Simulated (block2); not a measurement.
# A workflow on [NH4]+ (ammonium)

Aim: a single-point energy (singlet [NH4]+, DMRG-CASCI(5 orbitals)/cc-pVTZ), then a single-point energy (triplet [NH4]+, DMRG-CASCI(5 orbitals)/cc-pVTZ) of H4N. 

Program for the calculation: block2 0.5.4.

1 further run of the same task is left out (set aside as unsound or not needed).

### 1 The structure to begin with

[NH4]+: 5 atoms, total charge +1, spin state singlet. As SMILES, `[NH4+]`. Geometry: relaxed at GFN2-xTB.

Bond lengths: N1–H2 1.030 Å, N1–H3 1.029 Å, N1–H4 1.030 Å, N1–H5 1.030 Å. Angles: H2–N1–H3 109.5°, H2–N1–H4 109.4°, H2–N1–H5 109.5°, H3–N1–H4 109.5°, H3–N1–H5 109.4°, H4–N1–H5 109.5°.

### 2 A single-point energy at DMRG-CASCI(5 orbitals)/cc-pVTZ (start occupation bias 0.2) (run 2)

Contents of make_fcidump.py:

```python
from pyscf import ao2mo, gto, mcscf, mp, scf
from pyscf.tools import fcidump

mol = gto.M(atom="""
N
H 1 1.029576
H 1 1.029421 2 109.46638
H 1 1.029591 3 109.47097 2 119.96426
H 1 1.029656 3 109.44587 2 -120.02324
""", basis="cc-pvtz", charge=1, spin=0, verbose=3, max_memory=2000)
print("nao                      = %d" % (mol.nao))
mf = scf.RHF(mol)
mf.conv_tol = 1e-10
mf.max_cycle = 200
mf.kernel()
if not mf.converged:
    mf = mf.newton().run(mf.mo_coeff, mf.mo_occ)
print(f"SCF energy               = {mf.e_tot:.10f}")
# natural orbitals of MP2 give a compact matrix product state
occ_no, mo = mcscf.addons.make_natural_orbitals(mp.MP2(mf, frozen=1).run())
mf.mo_coeff = mo
# FCIDUMP for the DMRG program
cas = mcscf.CASCI(mf, 5, 4)
h1, ecore = cas.get_h1eff()
fcidump.from_integrals("FCIDUMP", h1, cas.get_h2eff(), 5, 4, nuc=ecore, ms=0)
# FCI check
ci = mcscf.CASCI(mf, 5, (2, 2))
ci.fix_spin_(ss=0)
ci.fcisolver.conv_tol = 1e-10
ci.fcisolver.max_cycle = 200
ci.kernel()
print("E(FCI)                   = %.10f" % (ci.e_tot))
```

Contents of input.conf:

```
sym c1
orbitals FCIDUMP
nelec 4
spin 0
irrep 1
occ 2 2 0 0 0
cbias 0.2
schedule
0 25 1E-04 1E-04
6 50 1E-04 1E-04
12 100 1E-04 1E-05
18 100 1E-05 0.0
end
maxiter 24
sweep_tol 1E-06
fiedler
mem 2g
num_thrds 1
prefix ./tmp
outputlevel 1
onepdm
```

Started as:

```bash
$ python make_fcidump.py && block2main input.conf
```

Log:

```text
$ python make_fcidump.py
nao                      = 86
converged SCF energy = -56.5634336827176
SCF energy               = -56.5634336827
E(RMP2) = -56.793274525504  E_corr = -0.229840842786435
E(SCS-RMP2) = -56.797635843773  E_corr = -0.234202161055435
CASCI E = -56.5940920942699  E(CI) = -7.27350410753148  S^2 = 0.0000000
E(FCI)                   = -56.5940920943

$ block2main input.conf

[... 33 lines left out ...]
integral sym error =            0
[... 72 lines left out ...]
Sweep =   19 | Direction = backward | Bond dimension =  100 | Noise =  0.00e+00 | Dav threshold =  1.00e-05
Time elapsed =      0.223 | E =     -56.5940917764 | DE = 8.88e-16 | DW = 7.59291e-18

Final canonical form =  CRRRR 0
DMRG Energy =  -56.594091776351362
npdm string = ['(C+D)0']

Build NPDM MPO | Nsites =     5 | Nmaxops =  2 | SymbolFree = T | Cutoff = 0.00e+00
 Site =     0 /     5 .. L =        4 R =        1 M =            0 Tmid = 0.000 T = 0.000
 Site =     1 /     5 .. L =        4 R =        9 M =            9 Tmid = 0.000 T = 0.000
 Site =     2 /     5 .. L =        4 R =        7 M =            7 Tmid = 0.000 T = 0.000
 Site =     3 /     5 .. L =        4 R =        5 M =            5 Tmid = 0.000 T = 0.000
 Site =     4 /     5 .. L =        1 R =        4 M =            4 Tmid = 0.000 T = 0.000
Ttotal =      0.000

Expectation | Direction =  forward | BRA bond dimension =   27 | KET bond dimension =   27
Time elapsed =      0.007
NPDM Sorting | Nsites =     5 | Nmaxops =  2 | DotSite = 2 | SymbolFree = T | Compressed = T | LowMem = F | Mem = 200 B
Ttotal =      0.000

DMRG OCC =   1.986 1.986 0.013 0.012 0.003
```

Wall time 2.1 s (1 thread of Arm Neoverse V2, shared host); peak memory 0.17 GiB.

### 3 The triplet: the energy at DMRG-CASCI(5 orbitals)/cc-pVTZ (start occupation bias 0.2) (run 4)

Contents of make_fcidump.py:

```python
from pyscf import ao2mo, gto, mcscf, mp, scf
from pyscf.tools import fcidump

mol = gto.M(atom="""
N
H 1 1.029576
H 1 1.029421 2 109.46638
H 1 1.029591 3 109.47097 2 119.96426
H 1 1.029656 3 109.44587 2 -120.02324
""", basis="cc-pvtz", charge=1, spin=2, verbose=3, max_memory=2000)
print("basis functions         : %d" % (mol.nao))
mf = scf.ROHF(mol)
mf.conv_tol = 1e-10
mf.max_cycle = 200
mf.kernel()
if not mf.converged:
    mf = mf.newton().run(mf.mo_coeff, mf.mo_occ)
print("E(SCF)                  : %.10f" % (mf.e_tot))
occ_no, mo = mcscf.addons.make_natural_orbitals(mp.MP2(mf.to_uhf(), frozen=1).run())
mf.mo_coeff = mo
cas = mcscf.CASCI(mf, 5, 4)
h1, ecore = cas.get_h1eff()
fcidump.from_integrals("FCIDUMP", h1, cas.get_h2eff(), 5, 4, nuc=ecore, ms=2)
ci = mcscf.CASCI(mf, 5, (3, 1))
ci.fix_spin_(ss=2)
ci.fcisolver.conv_tol = 1e-10
ci.fcisolver.max_cycle = 200
ci.kernel()
print("exact diagonalisation   : %.10f" % (ci.e_tot))
```

Contents of input.conf:

```
sym c1
orbitals FCIDUMP
nelec 4
spin 2
irrep 1
occ 2 1 1 0 0
cbias 0.2
schedule
0 5 1E-09 1E-04
1 8 1E-09 1E-04
2 35 1E-09 1E-05
3 35 1E-10 0.0
end
maxiter 9
sweep_tol 1E-06
fiedler
mem 2g
num_thrds 1
prefix ./tmp
outputlevel 2
```

Started as:

```bash
$ python make_fcidump.py && block2main input.conf
```

Log:

```text
$ python make_fcidump.py
basis functions         : 86
converged SCF energy = -56.0295223829134
E(SCF)                  : -56.0295223829
E(UMP2) = -56.242968619436  E_corr = -0.213446236522547
E(SCS-UMP2) = -56.2431280733751  E_corr = -0.213605690461643
CASCI E = -56.0427251770084  E(CI) = -6.59791771118919  S^2 = 2.0000000
exact diagonalisation   : -56.0427251770

$ block2main input.conf

[... 32 lines left out ...]
integral sym error =            0
[... 25 lines left out ...]
 --> Site =    2-   3 .. Mmps =    5 Ndav =   8 E =    -56.0425641850 Error = 2.33e-05 FLOPS = 5.46e+07 Tdav = 0.00 T = 0.00
[... 11 lines left out ...]
 <-- Site =    2-   3 .. Mmps =    8 Ndav =   2 E =    -56.0425641842 Error = 1.85e-07 FLOPS = 3.64e+07 Tdav = 0.00 T = 0.00
 <-- Site =    1-   2 .. Mmps =    8 Ndav =   3 E =    -56.0426338604 Error = 1.85e-05 FLOPS = 5.03e+07 Tdav = 0.00 T = 0.00
 <-- Site =    0-   1 .. Mmps =    8 Ndav =   1 E =    -56.0426316406 Error = 2.92e-06 FLOPS = 3.20e+07 Tdav = 0.00 T = 0.00
[... 9 lines left out ...]
 --> Site =    0-   1 .. Mmps =    3 Ndav =   2 E =    -56.0426316423 Error = 0.00e+00 FLOPS = 4.50e+07 Tdav = 0.00 T = 0.00
 --> Site =    1-   2 .. Mmps =    9 Ndav =   3 E =    -56.0426338609 Error = 0.00e+00 FLOPS = 6.29e+07 Tdav = 0.00 T = 0.00
 --> Site =    2-   3 .. Mmps =   23 Ndav =   4 E =    -56.0427251768 Error = 8.07e-15 FLOPS = 8.55e+07 Tdav = 0.00 T = 0.00
 --> Site =    3-   4 .. Mmps =   18 Ndav =   1 E =    -56.0427251768 Error = 5.72e-19 FLOPS = 1.39e+08 Tdav = 0.00 T = 0.00
[... 8 lines left out ...]
Sweep =    3 | Direction = backward | Bond dimension =   35 | Noise =  0.00e+00 | Dav threshold =  1.00e-10
 <-- Site =    3-   4 .. Mmps =    3 Ndav =   2 E =    -56.0427251769 Error = 0.00e+00 FLOPS = 2.05e+08 Tdav = 0.00 T = 0.00
 <-- Site =    2-   3 .. Mmps =    9 Ndav =   1 E =    -56.0427251769 Error = 0.00e+00 FLOPS = 5.42e+07 Tdav = 0.00 T = 0.00
 <-- Site =    1-   2 .. Mmps =   10 Ndav =   1 E =    -56.0427251769 Error = 3.97e-17 FLOPS = 5.61e+07 Tdav = 0.00 T = 0.00
 <-- Site =    0-   1 .. Mmps =    4 Ndav =   1 E =    -56.0427251769 Error = 1.54e-18 FLOPS = 5.02e+07 Tdav = 0.00 T = 0.00
Time elapsed =      0.051 | E =     -56.0427251769 | DE = -8.38e-11 | DW = 3.96503e-17
Time sweep =        0.012 | 30.9 KFLOP/SWP
 | Dmem = 14.3 KB (4%) | Imem = 15.7 KB (95%) | Hmem = 40.9 KB | Wmem = 360 B | Pmem = 0 B
 | Tread = 0.000 | Twrite = 0.000 | Tfpread = 0.000 | Tfpwrite = 0.000 | Tmporead = 0.000
 | data = 5.88 KB | cpsd = 4.54 KB | Tasync = 0.000
 | Trot = 0.000 | Tctr = 0.000 | Tint = 0.000 | Tmid = 0.000 | Tdctr = 0.000 | Tdiag = 0.001 | Tinfo = 0.001
 | Teff = 0.005 | Tprt = 0.000 | Teig = 0.000 | Tblk = 0.010 | Tmve = 0.002 | Tdm = 0.000 | Tsplt = 0.000 | Tsvd = 0.000 | Torth = 0.000

Final canonical form =  CRRRR 0
DMRG Energy =  -56.042725176931320
```

It took 3.5 s on 1 thread of Arm Neoverse V2, shared host; peak memory 0.18 GiB.

### 4 Summary of results

| quantity | value |
| --- | --- |
| run 2, DMRG-CASCI(5 orbitals)/cc-pVTZ: total energy | -56.59409 Eh |
| triplet: total energy | -56.04273 Eh |
